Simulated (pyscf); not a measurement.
**Routes from O=PH + hydrogen (H₂)**

Candidate steps break at most two bonds and form at most two. Each was searched with GFN2-xTB (tblite) first. PySCF, gas phase, ωB97X-D3(BJ)/def2-SVP geometries. Energies: ωB97M-D3(BJ)/def2-TZVP, kcal/mol, from the separated reactants, singlet surface; ΔG‡ with ideal gas, 1 atm, RRHO with modes under 100 cm⁻¹ raised to 100, one conformer, R ln 2 for chiral ones without a mode under 150 cm⁻¹.

| products | type | ΔE‡ | ΔE | ΔG‡ 298 K | ΔG‡ 900 K | ν‡ (cm⁻¹) |
|---|---|---|---|---|---|---|
| O=PH + H₂ | four-centre exchange | 22.6 | 0.0 | 31.8 | 50.5 | 1605i |
| HO–PH₂ | addition across a multiple bond or ene-type step | 39.2 | -34.6 | 48.8 | 66.9 | 2053i |

Plain bond fissions and candidates not yet searched are not listed, and one of them may be faster. Each barrier is that of the saddle found; lower ones may exist.
